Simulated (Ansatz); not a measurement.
Stepwise reaction of `ClBCl` with ammonia, as a gas-phase model of exchange steps in deposition or etching. ΔE in kJ/mol; ΔG adds harmonic PBE0-D4 terms to CCSD(T)/CBS, at 1 bar.

Isolated molecules relaxed with PBE0-D4/def2-TZVP in Ansatz; ΔE leaves out vibrations. CBS: MP2 limit from def2 TZ/QZ plus the TZ coupled-cluster correction, frozen cores. This one scheme is used for every species. DFT in def2-TZVPP. B3LYP here is the variant with VWN-RPA as its local correlation; programs differ in this. Each species was taken in one conformer, which may not be the lowest.

```
step                      reaction  PBE-D4  B3LYP-D4  ωB97M-V  CCSD(T)/CBS  ΔG(500 K)
   1  `ClBCl` + NH₃ → `NBCl` + HCl   -45.5     -50.6    -49.8        -47.3      -48.5
   2    `NBCl` + NH₃ → `NBN` + HCl     2.0      -1.8     -0.3          1.4        0.9
```

By hand: ΔE of the 2 steps together at CCSD(T)/CBS.

(-47.3) + (1.4) = -45.9 kJ/mol, or -22.9 kJ/mol a step.

In ΔE each step is higher than the one before. ΔG lies between -48.5 and 0.9 kJ/mol a step. PBE-D4 differs from CCSD(T)/CBS by 0.6 to 1.8 kJ/mol a step. Isolated molecules leave out the surface, adducts and barriers. Largest T1 diagnostic: 0.012.
